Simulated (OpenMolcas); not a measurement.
# [NO2]+ (SMILES O=[N+]=O) at BPW91/def2-SVP (Cholesky decomposition)

What is the vertical electron affinity of [NO2]+ at BPW91/def2-SVP (Cholesky decomposition)? 

The calculation is run with OpenMolcas 26.06.

## (1) Starting point

[NO2]+ has 3 atoms, charge +1, and is taken as a singlet. As SMILES, `O=[N+]=O`. The shape is that of a PBE0-D4/def2-TZVP optimisation.

Bond lengths: O1–N2 1.110 Å, N2–O3 1.110 Å. Angles: O1–N2–O3 180.0°.

## (2) The energy at BPW91/def2-SVP (Cholesky decomposition)

job.input

```
* NO2 Kohn-Sham DFT

&GATEWAY
  BasLib
  $CurrDir
  Coord
  3
  bohr
  O     -1.08277527     1.75181391    -0.39604880
  N     -0.00001890    -0.00001890     0.00000000
  O      1.08279417    -1.75179501     0.39604880
  Basis
  def2-SVP
  Group
  NoSym

&SEWARD
  High

&SCF
  Charge
  1
  KSDFT
  2
  1.0 GGA_X_B88
  1.0 GGA_C_PW91
  PrOrbitals
  0
```

The basis set def2-SVP is read from a file made from the Basis Set Exchange's data (not shown).

Launch:

```bash
$ export MOLCAS_MEM=1860
$ pymolcas job.input > job.log
```

What it wrote:

```text
--- Start Module: gateway ---
[...]
--- Stop Module: gateway /rc=_RC_ALL_IS_WELL_ ---
--- Start Module: seward ---
[...]
      Basis functions           42
--- Stop Module: seward /rc=_RC_ALL_IS_WELL_ ---
--- Start Module: scf ---
[...]
       Convergence after  15 Iterations
[...]
::    Total KS-DFT energy                            -204.5788301668
[...]
      Total spin, S                                     0.0000000000
[...]
      Total electronic charge=   22.000000
      Total            charge=    1.000000
[...]
      Dipole Moment (debye):
      Origin of the operator (angstrom)=    0.0000    0.0000    0.0000
                   X= -5.0915E-06               Y= -4.9174E-05               Z=  6.1586E-06           Total=  4.9819E-05
      Center of Charge (angstrom)
[...]
--- Stop Module: scf /rc=_RC_ALL_IS_WELL_ ---
[...]
```

Wall time 3 s (1 thread of Arm Neoverse V1, shared host); peak memory 0.093 GiB.

## (3) Doublet neutral NO2 at the same level

job.input

```
&GATEWAY
 BasLib=$CurrDir
 Coord
 3
 bohr
 O     -1.08277527     1.75181391    -0.39604880
 N     -0.00001890    -0.00001890     0.00000000
 O      1.08279417    -1.75179501     0.39604880
 Basis=def2-SVP
 Group=NoSym

&SEWARD
 High

&SCF
 UHF
 Spin=2
 KSDFT=2
 1.0 GGA_X_B88
 1.0 GGA_C_PW91
 PrOrbitals=0
```

The basis set def2-SVP is read from a file made from the Basis Set Exchange's data (not shown).

Launch:

```bash
$ export MOLCAS_MEM=1860
$ pymolcas job.input > job.log
```

What it wrote:

```text
--- Start Module: gateway ---
[...]
--- Stop Module: gateway /rc=_RC_ALL_IS_WELL_ ---
--- Start Module: seward ---
[...]
      Basis functions           42
--- Stop Module: seward /rc=_RC_ALL_IS_WELL_ ---
--- Start Module: scf ---
[...]
       Convergence after  12 Iterations
[...]
::    Total KS-DFT energy                            -204.8338169192
[...]
      Total spin, S                                     0.5007181345
[...]
      Total electronic charge=   23.000000
      Total            charge=   -0.000000
[...]
      Dipole Moment (debye):
      Origin of the operator (angstrom)=    0.0000    0.0000    0.0000
                   X=  6.8576E-05               Y= -4.4446E-06               Z=  1.0203E-05           Total=  6.9473E-05
      Quadrupole Moment (debye*angstrom):
[...]
--- Stop Module: scf /rc=_RC_ALL_IS_WELL_ ---
[...]
```

Run time: 3.6 s. Hardware: 1 thread of Arm Neoverse V1, shared host; peak memory 0.093 GiB.

## (4) What came out

Level: BPW91/def2-SVP (Cholesky decomposition).

| quantity | value |
| --- | --- |
| singlet [NO2]+: total energy | -204.57883 Eh |
| singlet [NO2]+: HOMO energy | -19.69 eV |
| singlet [NO2]+: LUMO energy | -12.13 eV |
| singlet [NO2]+: HOMO–LUMO gap | 7.55 eV |
| doublet neutral NO2: total energy | -204.83382 Eh |
| doublet neutral NO2: dipole moment | 0.00 D |
| doublet neutral NO2: HOMO energy (highest over α and β) | -1.76 eV |
| doublet neutral NO2: LUMO energy (lowest over α and β) | -1.55 eV |
| doublet neutral NO2: ⟨S²⟩ | 0.751 |
| vertical electron affinity (to the doublet neutral) | 6.939 eV |

What this shows: At fixed nuclei the extra electron is bound by 6.94 eV (160 kcal/mol). Mulliken charges (singlet [NO2]+) run from +0.22 on O1 to +0.56 on N2. Mulliken charges (doublet neutral NO2) run from -0.09 on O1 to +0.19 on N2.
